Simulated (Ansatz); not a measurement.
System: B20 (FeSi-type) FeSi. Method: PBE-D4 (Ansatz, a quantum-chemistry and plane-wave program, PAW).

Numerical settings: plane-wave cutoff 520 eV, 8×8×8 k mesh, Fermi–Dirac smearing 0.01 eV, no spin polarisation, scalar-relativistic PAW data made under PBE.

The volume scan:

| V (Å³/atom) | E − E_lowest (meV/atom) | P (GPa) |
|---|---|---|
| 10.258 | 13.68 | 10.67 |
| 10.472 | 3.28 | 5.03 |
| 10.686 | 0.00 | -0.01 |
| 10.899 | 3.07 | -4.50 |
| 11.113 | 11.80 | -8.50 |

Problem. Estimate the bulk modulus from the pressures at 10.472 and 10.899 Å³/atom, and compare it with a fit to all energies.

Solution. B = −V dP/dV. Between V = 10.472 and 10.899 Å³/atom, dP/dV = (-4.50 − (5.03))/(10.899 − 10.472) = -22.3 GPa per Å³/atom; at the midpoint 10.685 Å³/atom this gives B ≈ 238 GPa. The third-order Birch–Murnaghan fit gives V0 = 10.685 Å³/atom, B0 = 238 GPa, B′ = 4.7, which lies within 1 % of that estimate.

Shape and atoms are relaxed at each volume.

Measured, for comparison: bulk modulus 178 GPa (room temperature, not corrected to a static lattice, our sources range from 169 to 185; as tabulated in Study of the compressibility of FeSi, MnSi, and CoS2 (JETP Letters), abstract); equilibrium volume per atom 11.26 Å³/atom (temperature not stated, not corrected to a static lattice; as tabulated in Wikipedia's data pages). Computed (rounded) less measured: bulk modulus +34 % (+29 % to +41 % over the range), equilibrium volume per atom -5.1 %.

Note: the bulk modulus comes from volumes at which shape and atoms were relaxed.

Computed values are for the static lattice.
